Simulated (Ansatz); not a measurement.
Geometry optimisation, Ansatz, RHF/def2-SVP.

input.yaml

```yaml
crystal:
  periodic: [false, false, false]
  atoms:
    - { symbol: Al, position_ang: [-0.136724, 0.172659, -1.098813] }
    - { symbol: C, position_ang: [1.484498, -0.081719, 1.624872] }
    - { symbol: H, position_ang: [0.626885, -0.724097, 1.814633] }
    - { symbol: H, position_ang: [2.235602, -0.238312, 2.400024] }
    - { symbol: H, position_ang: [1.157361, 0.957619, 1.643536] }
    - { symbol: H, position_ang: [1.940121, -0.32121, 0.653867] }
    - { symbol: H, position_ang: [-1.287943, 0.235061, 0.077882] }
basis:
  gaussian: { orbitals: def2-SVP }
hamiltonian:
  xc: hf
relax:
  f_tol: 0.03
  max_steps: 50
```

Launched with:

```bash
$ ansatz run input.yaml --threads 1 --pin off --max-ram 2048MiB --backend cpu --events-out ev --progress --plain --runs-dir out
```

Q: Where does it end, and by what steps?

A: The run converged. The force dipped under the threshold on the way, but the program's further checks kept it going. After 8 steps the energy has fallen by 0.124 eV; Al1 moved furthest, 1.08 Å.

```tsv
step	energy less start (eV)	largest force component (eV/Å)	accepted
0	0.0000	0.322	yes
1	-0.0653	0.146	yes
2	-0.1004	0.058	yes
3	-0.1153	0.059	yes
4	-0.1206	0.033	yes
5	-0.1226	0.015	yes
6	-0.1237	0.012	yes
7	-0.1242	0.017	yes
8	-0.1245	0.021	yes
```

```xyz
7
Properties=species:S:1:pos:R:3
Al -0.918 0.283 -1.838
C 1.755 -0.111 1.885
H 0.855 -0.721 1.968
H 2.406 -0.307 2.737
H 1.479 0.944 1.875
H 2.283 -0.358 0.963
H -1.841 0.271 -0.475
```

Run time: 4 s on 1 thread of Arm Neoverse V1, with other jobs on the host, peak memory 0.097 GiB.
